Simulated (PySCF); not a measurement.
Level of theory: PySCF 2.14.0 with B3LYP-D3(BJ)/def2-TZVP. All species are isolated molecules in the gas phase. One relaxed conformer stands for a flexible species; it need not be the lowest. B3LYP has the VWN-RPA correlation part, as in Gaussian. Delta-SCF ions had no search for a lower state. 

Reference species (SMILES): `S` (neutral, multiplicity 1).

```yaml
vertical ionisation energy (Delta-SCF): 10.41 eV
HOMO–LUMO gap: 7.52 eV
```

Changed species: `FCS` (F–C–S–H torsion 76°) (X = fluoromethyl; the reference has X = H).

**Question.** Predict the effect on the vertical ionisation energy (Delta-SCF) and HOMO–LUMO gap.

**Answer.** the vertical ionisation energy (Delta-SCF) falls by 0.22 eV, to 10.19 eV; the HOMO–LUMO gap falls by 0.29 eV, to 7.23 eV.
